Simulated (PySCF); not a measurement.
Stepwise substitution at one centre (Al F-CH3). All species are isolated molecules in the gas phase. Strings in code marks are SMILES.

These are PySCF with TPSSh-D3(BJ)/def2-TZVP // B3LYP-D3(BJ)/def2-TZVP values and carry that method's errors. Excitations are Tamm–Dancoff values on a coarser integration grid. The basis has no diffuse functions, so Rydberg states are missing or too high.

```json
[
 {"species": "0 of 3 F replaced by CH3", "S1 excitation (TDA) (eV)": "8.09", "S1 oscillator strength": "0.000", "T1 excitation (TDA) (eV)": "(withheld)", "HOMO (eV)": "-10.56"},
 {"species": "1 of 3 F replaced by CH3 (`[CH3][Al]([F])[F]`)", "S1 excitation (TDA) (eV)": "(withheld)", "S1 oscillator strength": "0.138", "T1 excitation (TDA) (eV)": "6.59", "HOMO (eV)": "-8.54"},
 {"species": "2 of 3 F replaced by CH3 (`[CH3][Al]([CH3])[F]`)", "S1 excitation (TDA) (eV)": "(withheld)", "S1 oscillator strength": "(withheld)", "T1 excitation (TDA) (eV)": "5.74", "HOMO (eV)": "-7.23"},
 {"species": "3 of 3 F replaced by CH3 (`[CH3][Al]([CH3])[CH3]`)", "S1 excitation (TDA) (eV)": "5.58", "S1 oscillator strength": "0.000", "T1 excitation (TDA) (eV)": "5.28", "HOMO (eV)": "-6.87"}
]
```

Some entries are withheld; supply them.


- 0 of 3 F replaced by CH3, T1 excitation (TDA) (eV): 7.88
- 1 of 3 F replaced by CH3 (`[CH3][Al]([F])[F]`), S1 excitation (TDA) (eV): 7.56
- 2 of 3 F replaced by CH3 (`[CH3][Al]([CH3])[F]`), S1 excitation (TDA) (eV): 6.04
- 2 of 3 F replaced by CH3 (`[CH3][Al]([CH3])[F]`), S1 oscillator strength: 0.000
